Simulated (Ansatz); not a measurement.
**LiB+ (doublet): from Hartree-Fock to the top rungs, def2-QZVPP**

An exercise on one series of results from a longer session: the logs are not shown, and one member is left open.

The runs use Ansatz 0.2.0, Gaussian basis; def2-QZVPP, core rule «outside noble gas», up to 2 orbitals frozen.

To be run: UHF; ROHF; CCSD(T) on UHF.

2 further runs of the same task are left out: 2 set aside as unsound or not needed.

**What is computed**

The geometry is a PBE0/def2-TZVP stationary point (not a proven minimum) of the parent state, kept for this charge and spin.

2 atoms, charge 1, spin multiplicity 2.

Atoms are counted from 1 here; the program's logs count them from 0.

Bond lengths: B1–Li2 2.409 Å.

Set-up of the first run:

Contents of in.yaml:

```yaml
crystal:
  periodic: [false, false, false]
  atoms:
    - {symbol: B, position_ang: [0.000000, 0.000000, 0.000000]}
    - {symbol: Li, position_ang: [0.000000, 0.000000, 2.409200]}
basis:
  gaussian: {orbitals: "def2-QZVPP.json"}
total_charge: 1
magnetization: {spin_polarized: true, initial_magnetization: 1}
hamiltonian: {xc: hf}
output: {orbitals: {seedname: orbitals}}
```

Started as:

```sh
> ansatz run in.yaml --threads 1 --pin off --events-out ev --progress --plain --max-ram 2393MiB
```

Among the steps run: UHF; ROHF; CCSD(T) on UHF.

One of the session's tables, all rows but one given; the rest of the session is left out.

```
  method  from UCCSD(T) (meV)
    ROHF                    ?
     UHF              +1765.3
    UMP2               +543.5
   UCCSD                +35.8
UCCSD(T)                    0
```

Estimate the missing values for ROHF.

**Answer.** from UCCSD(T) (meV): +1865.8. In the column «from UCCSD(T) (meV)» it is the highest.
